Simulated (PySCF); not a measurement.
C3H3ClFO (doublet state).
Geometry (GFN2-xTB, Å), atoms numbered from 1 in this order:
```
atom  x, y, z in Å
F1    -1.873    0.517   -0.751
C2    -1.331   -0.405    0.092
O3    -0.531    0.225    1.052
C4     0.606    0.759    0.686
C5     1.637    0.591   -0.066
Cl6    1.978   -0.971   -0.925
H7    -2.154   -0.892    0.627
H8    -0.752   -1.107   -0.524
H9     2.434    1.291   -0.214
```

The hyperfine couplings belong to this conformer and change with its torsions.

The species is `FCO/[C]=C\Cl` [radical].

Computed, not measured: UKS B3LYP, pcH-1 on C Cl F H O, non-relativistic, mean-field spin-orbit, GIAO in PySCF. One conformer (not necessarily the lowest) at the GFN2-xTB geometry, without solvent, vibrations or thermal averaging. Couplings are sensitive to structure, and on GFN2-xTB geometries they can be far from those on DFT ones. Stability of the SCF solution: not tested.

(1) Where do the isotropic ENDOR lines of C5, C2, F1, H9, H7/H8 and Cl6 fall at 334.3 mT, to first order?

(2) Which pairs are centred on the nuclear Larmor frequency, and which on half the coupling?

(3) At what field would the lower line of Cl6 fall to zero frequency?

## Answers

(1) For S = 1/2 in fast tumbling each set of equivalent nuclei gives two lines, ν± = |νn ± a/2| to first order, with νn = g_N μN B/h and μN/h = 7.62259 MHz/T.

| nuclei | isotope | g_N | νn (MHz) | a_iso (MHz) | lower line (MHz) | upper line (MHz) |
| --- | --- | --- | --- | --- | --- | --- |
| C5 | 13C | 1.4048 | 3.58 | 142.09 | 67.46 | 74.62 |
| C2 | 13C | 1.4048 | 3.58 | 16.87 | 4.85 | 12.01 |
| F1 | 19F | 5.2577 | 13.40 | 16.74 | 5.03 | 21.77 |
| H9 | 1H | 5.5857 | 14.23 | 35.66 | 3.59 | 32.06 |
| H7/H8 | 1H | 5.5857 | 14.23 | 3.90 | 12.28 | 16.19 |
| Cl6 | 35Cl | 0.5479 | 1.40 | 31.06 | 14.13 | 16.92 |

The rows for 13C, of low natural abundance, apply to labelled samples.

(2) Centred on νn, since |a| < 2νn: F1 and H7/H8. Centred on |a|/2 and split by 2νn: C5, C2, H9 and Cl6.

(3) Where νn = |a|/2, that is B = 15.53 MHz/(0.5479 × 7.62259 MHz/T) = 3720 mT, as far as first order holds there.

Means are taken over nuclei equivalent by connectivity, which assumes that they swap fast. The 1H value of +3.9 MHz is a mean of couplings from 0.6 to 7.2 MHz in this one geometry, not an average over conformers.

Main isotope only: 35Cl (natural samples also hold 24 % 37Cl, magnetic too, which adds its own pattern).

Largest spin populations (Mulliken): C4 (+0.84), Cl6 (+0.13), C5 (-0.09) and O3 (+0.07). C4 is the only atom above +0.15.

Time: 68 s of wall time (with the writing of density and orbital grids); peak memory 0.59 GiB. Hardware: AMD EPYC, one thread, no GPU, on a shared host.
